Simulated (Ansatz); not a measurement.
# FH2Si: the cost of one run

Computed with Ansatz 0.2.0, driven from Python. The levels of theory stand in the script.

### 1 The system

Bond lengths: F1–Si2 1.604 Å, Si2–H3 1.485 Å, Si2–H4 1.485 Å. Angles: F1–Si2–H3 108.7°, F1–Si2–H4 108.7°, H3–Si2–H4 108.7°.

No structure file is read: the coordinates are typed or built in the script.

### 2 The code

run_composite.py

```python
# -*- coding: utf-8 -*-
"""A composite energy for FH2Si(-): DFT geometry, MP2 basis limit, coupled-cluster correction."""

import itertools

import ansatz as az
from ase.data import atomic_numbers, covalent_radii
import numpy as np


def main():
    mol = (
        az.Crystal.molecule()
        .atom("F", (1.4598, -0.2372, -0.1396))
        .atom("Si", (-0.0328, 0.0044, 0.395))
        .atom("H", (-0.9073, -1.0746, -0.1306))
        .atom("H", (-0.5197, 1.3075, -0.1248))
    )

    setup = (
        mol.calculation()
        .basis(gaussian="def2-SVP")
        .functional("PBE0")
        .charge(-1)
    )
    symbols = [site.symbol for site in mol.cartesian_sites]
    start = np.array([site.position_ang for site in mol.cartesian_sites], dtype=float)
    summary = setup.relax(force_tolerance=0.01, max_steps=100).run(threads=1, pin="off").report
    end = np.array(summary["positions_ang"])
    # pairs closer than 1.2 times the sum of covalent radii, before or after
    radius = [covalent_radii[atomic_numbers[s]] for s in symbols]
    span = lambda where, i, j: np.linalg.norm(where[i] - where[j])
    bonded = [(i, j) for i, j in itertools.combinations(range(len(symbols)), 2) if min(span(start, i, j), span(end, i, j)) < 1.2 * (radius[i] + radius[j])]
    print("pair        before    after (A)")
    for i, j in bonded:
        print(f"{symbols[i]}{i}-{symbols[j]}{j}".ljust(10), f"{span(start, i, j):8.4f} {span(end, i, j):8.4f}")

    minimum = az.Crystal.molecule()
    for symbol, place in zip(symbols, end):
        minimum = minimum.atom(symbol, place.tolist())
    at_minimum = minimum.calculation().charge(-1)
    # MP2 extrapolated to the basis limit, plus the small-basis difference CCSD(T) - MP2
    level = lambda method, basis: at_minimum.basis(gaussian=basis).correlation(method).run(threads=1, pin="off").report
    small, large, cluster = level("mp2", "cc-pVDZ"), level("mp2", "cc-pVTZ"), level("ccsd_t", "cc-pVDZ")
    corr = lambda each: (each["free_energy_ev"] - each["reference_energy_ev"]) / 27.211386246
    mp2_limit = (27 * corr(large) - 8 * corr(small)) / 19
    pieces = {"HF / cc-pVTZ": large["reference_energy_ev"] / 27.211386246, "MP2 correlation, DZ-TZ limit": mp2_limit, "CCSD(T) - MP2 / cc-pVDZ": corr(cluster) - corr(small)}
    for name, value in pieces.items():
        print(f"{name:32s} {value:14.6f} Ha")
    print(f"{'sum':32s} {sum(pieces.values()):14.6f} Ha")
    print("T1 diagnostic", round(cluster["correlation"]["coupled_cluster"]["t1_diagnostic"], 4))


if __name__ == "__main__":
    main()
```

### 3 The input behind the calls

The package turns the script's settings into the engine's input (first run):

```yaml
crystal:
  periodic: [false, false, false]
  atoms:
    - { symbol: F, position_ang: [1.4598, -0.2372, -0.1396] }
    - { symbol: Si, position_ang: [-0.0328, 0.0044, 0.395] }
    - { symbol: H, position_ang: [-0.9073, -1.0746, -0.1306] }
    - { symbol: H, position_ang: [-0.5197, 1.3075, -0.1248] }
basis:
  gaussian:
    orbitals: def2-SVP
hamiltonian:
  xc: pbe0
total_charge: -1.0
relax:
  f_tol: 0.01
  max_steps: 100
```

### 4 Launch

On the command line:

```console
$ python run_composite.py
```

**Question.** How long does this script take on 1 thread of Arm Neoverse V1, shared host, and how much memory does it need?

About 7 s, with a peak of 0.19 GiB.
